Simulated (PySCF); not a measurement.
Cl4Si. Atoms are numbered in the order given.

```xyz
5

Cl     1.1716    -1.1716     1.1716
Si     0.0000     0.0000     0.0000
Cl    -1.1716    -1.1716    -1.1716
Cl    -1.1716     1.1716     1.1716
Cl     1.1716     1.1716    -1.1716
```

Geometry: ωB97X-D3(BJ)/def2-SVP. The isomer is the one that the SMILES or the coordinates give; other isomers of the formula were not compared.

Calculation: PBE/def2-TZVP (PySCF).

ESP charges are fitted to the potential on shells at 1.4 to 2.0 van der Waals radii. Atomic charges (e):

```csv
atom,ESP fit,meta-Löwdin
Cl1,?,-0.23
Si2,?,0.92
Cl3,?,-0.23
Cl4,?,-0.23
Cl5,?,-0.23
```

Problem. What belongs in the gaps? (The exact figures need the calculation; the answer reports its results.)

Solution. 
- Cl1, ESP fit: 0.04
- Si2, ESP fit: -0.16
- Cl3, ESP fit: 0.04
- Cl4, ESP fit: 0.04
- Cl5, ESP fit: 0.04

Computed Mayer and Wiberg (Löwdin basis) orders of the bonds:
| bond | Mayer | Wiberg |
|---|---|---|
| Cl1–Si2 | 1.25 | 1.92 |
| Si2–Cl3 | 1.25 | 1.92 |
| Si2–Cl4 | 1.25 | 1.92 |
| Si2–Cl5 | 1.25 | 1.92 |
